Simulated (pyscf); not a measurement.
**Multi-bond step: `[SnH2]` [singlet] + `[SnH4]` + `[NH3]` → `[SnH2]` [singlet] + `[NH2][SnH3]` + `[H][H]`**

Gas phase, singlet surface, charge 0. Bonds broken: Sn1–H3, Sn2–H4, N9–H10. Bonds formed: Sn1–H4, Sn2–N9, H3–H10. Structures and frequencies: ωB97X-D3(BJ)/def2-SVP in PySCF.

Transition state (Å):

```xyz
12

Sn     0.2338    -2.2150    -0.6733
Sn    -0.6306     1.2037     1.6366
H      1.6419    -0.8463    -0.2877
H     -0.7715    -1.3262     0.5220
H     -0.3362    -1.1143    -1.9601
H     -0.4311     2.8094     2.2094
H     -2.2591     0.8888     1.2906
H      0.1493     0.1120     2.6725
N      0.4567     1.2321    -0.1619
H      1.1879     0.0004    -0.2483
H      1.0180     2.0757    -0.2932
H     -0.1494     1.1243    -0.9784
```

One imaginary mode, 615i cm⁻¹; descent along it reached the two sides named, in the forms told below.

| bond | change | reactant side (Å) | saddle | product side |
|---|---|---|---|---|
| Sn1–H3 | breaks | 1.798 | 2.001 | 2.275 |
| Sn2–H4 | breaks | 1.856 | 2.8 | 3.0 |
| N9–H10 | breaks | 1.028 | 1.435 | 2.033 |
| Sn1–H4 | forms | 1.945 | 1.797 | 1.778 |
| Sn2–N9 | forms | 2.464 | 2.102 | 2.060 |
| H3–H10 | forms | 2.100 | 0.961 | 0.795 |

Electronic energies relative to the separated reactants (kcal/mol):

```csv
level,barrier,reaction energy,reverse barrier
ωB97X-D3(BJ)/def2-TZVP,0.0,+6.6,-6.5
PBE/def2-TZVP,-1.8,+8.2,-10.0
r²SCAN/def2-TZVP,-3.0,+7.4,-10.4
B3LYP-D3(BJ)/def2-TZVP,-0.3,+7.6,-7.9
PBE0-D3(BJ)/def2-TZVP,-2.1,+8.8,-10.8
M06-2X/def2-TZVP,-0.6,+3.5,-4.1
ωB97M-D3(BJ)/def2-TZVP,4.2,+8.7,-4.6
HF/def2-TZVP,25.0,+11.2,13.8
```

With ωB97M-D3(BJ)/def2-TZVP energies and thermal terms (ideal gas, 1 atm, RRHO with modes under 100 cm⁻¹ raised to 100, one conformer, R ln 2 for chiral ones without a mode under 150 cm⁻¹), in kcal/mol:

```
T (K)  ΔH‡   ΔG‡    ΔH    ΔG
-----  ---  ----  ----  ----
298    4.1  23.5  +6.0  +6.0
600    5.2  42.8  +7.3  +5.5
900    7.0  61.2  +8.4  +4.4
1200   9.1  79.0  +9.1  +2.9
```

On the reactant side the descent ends in an adduct with a H–Sn, N–Sn contact (not fully relaxed), 13.4 kcal/mol under the separated species and 13.4 kcal/mol under the saddle at ωB97X-D3(BJ)/def2-TZVP. On the product side the descent ends in a bound adduct, 10.7 kcal/mol under the separated species and 4.1 kcal/mol under the saddle at ωB97X-D3(BJ)/def2-TZVP. At PBE, r²SCAN, B3LYP-D3(BJ), PBE0-D3(BJ), M06-2X the saddle lies under the separated reactants, which points to a path from their complex (located at ωB97X-D3(BJ) alone). At ωB97X-D3(BJ), PBE, r²SCAN, B3LYP-D3(BJ), PBE0-D3(BJ), M06-2X, ωB97M-D3(BJ) the saddle lies under the separated products, which points to a path from their complex (located at ωB97X-D3(BJ) alone), and parting the products costs more than the saddle. What is counted as formed (H–Sn, N–Sn) is already present as a longer contact in the reactant adduct; forming that adduct is a step of its own. This is the saddle that the search found; another between the same sides may lie lower. Elements past Kr carry the def2 core potentials, without spin-orbit coupling.
